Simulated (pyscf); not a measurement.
Structures and frequencies: ωB97X-D3(BJ)/def2-SVP in PySCF.

**Question.** Estimate the classical barrier height and the reaction energy of •O–SiH₃ + F–CH₂–F -> silanol (HO–SiH₃) + F–CH•–F at ωB97X-D3(BJ)/def2-TZVP. The step runs on the doublet surface, breaks C–H and forms H–O; take the separated reactants as zero.

**Answer.** ΔE‡ = 10.0 kJ/mol, ΔE = -63.1 kJ/mol. ωB97M-D3(BJ)/def2-TZVP gives 13.1 kJ/mol and -63.1 kJ/mol. Zero-point energy shifts the barrier by -7.3 kJ/mol. It is a hydrogen abstraction, with an imaginary mode of 866i cm⁻¹. •O–SiH₃ lies 104.0 kJ/mol over its isomer HO–SiH₂• (electronic energy, ωB97M-D3(BJ)). One saddle was located; it need not be the lowest between these sides. The angle at the transferred H is 163°.
